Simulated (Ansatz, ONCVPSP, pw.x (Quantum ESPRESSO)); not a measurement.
**Which W potential is closest to all-electron in the bcc crystal?**

All use PBE, scalar-relativistic, no spin, cutoffs from each file’s atomic test, pw.x 7.5; 14³ k-points, Fermi–Dirac smearing 0.01 Ry. Δ is the rms difference from all-electron LAPW of the E(V) curves that follow from fits to the pressures, over ±6 % in volume. Mesh and smearing are coarse and serve the comparison alone. The files are a selection: those with a ghost or negative overlap were mostly not run, and those with noisy or unconverged pressures or nearly equal Δ are left out.

All-electron: a0 = 3.184 Å (V0 = 16.15 Å³/atom), B0 = 300.6 GPa.

Question: Rank them by Δ, smallest first.
A. optimised norm-conserving Vanderbilt (ONCV), ONCVPSP 4.0.1.1 (patched build), PBE; core [Kr] 4d10 4f14, reference 5s2 5p6 5d4 6s2; waves: 5s+6s: rc 1.80 bohr, ncon 4, nbas 7, qcut 5.1 1/bohr, 2 projectors; 5p: rc 2.00 bohr, ncon 4, nbas 8, qcut 7.2 1/bohr, 1 projector; 5d: rc 1.65 bohr, ncon 4, nbas 8, qcut 5.8 1/bohr, 2 projectors, debl 3.2 Ha; f scattering state at 0.41 Ha: rc 1.90 bohr, ncon 3, nbas 7, qcut 6 1/bohr, 2 projectors, debl 2.2 Ha; local part: polynomial inside 1.10 bohr (lpopt 5, dvloc0 -1 Ha); core correction: none.
B. optimised norm-conserving Vanderbilt (ONCV), ONCVPSP 4.0.1.1 (patched build), PBE; core [Xe] 4f14, reference 5d4 6s2; waves: 6s: rc 2.85 bohr, ncon 4, nbas 7, qcut 1.9 1/bohr, 3 projectors, debl 3.2 Ha; p scattering state at 0.09 Ha: rc 2.55 bohr, ncon 3, nbas 7, qcut 2.8 1/bohr, 2 projectors, debl 2.6 Ha; 5d: rc 1.65 bohr, ncon 3, nbas 7, qcut 5.9 1/bohr, 2 projectors, debl 2.8 Ha; local part: polynomial inside 1.45 bohr (lpopt 5, dvloc0 0 Ha); core correction: Teter function, fcfact 5.75, rcfact 1.2. In the p channel the program set the typed energies aside and used 0.050, 2.650 Ha.
C. optimised norm-conserving Vanderbilt (ONCV), ONCVPSP 4.0.1.1 (patched build), PBE; core [Kr] 4d10 4f14 5s2, reference 5p6 5d4 6s1 6p1; waves: 6s: rc 2.65 bohr, ncon 3, nbas 7, qcut 2.6 1/bohr, 3 projectors, debl 0.7 Ha; 5p+6p: rc 2.10 bohr, ncon 4, nbas 8, qcut 6.2 1/bohr, 2 projectors; 5d: rc 2.75 bohr, ncon 4, nbas 9, qcut 6.5 1/bohr, 1 projector; local part: polynomial inside 2.00 bohr (lpopt 5, dvloc0 2 Ha); core correction: Teter function, fcfact 1.75, rcfact 1.5.
D. optimised norm-conserving Vanderbilt (ONCV), ONCVPSP 4.0.1.1 (patched build), PBE; core [Kr] 4d10 4f14, reference 5s2 5p6 5d4 6s2; waves: 5s+6s: rc 2.10 bohr, ncon 4, nbas 8, qcut 6.7 1/bohr, 2 projectors; 5p: rc 1.55 bohr, ncon 3, nbas 6, qcut 10.5 1/bohr, 3 projectors, debl 2.4 Ha; 5d: rc 2.70 bohr, ncon 5, nbas 9, qcut 4.8 1/bohr, 1 projector; local part: polynomial inside 1.20 bohr (lpopt 3, dvloc0 0 Ha); core correction: none.

Answer: C (6.4 meV/atom), D (9.4 meV/atom), A (22.4 meV/atom), B (37.3 meV/atom).
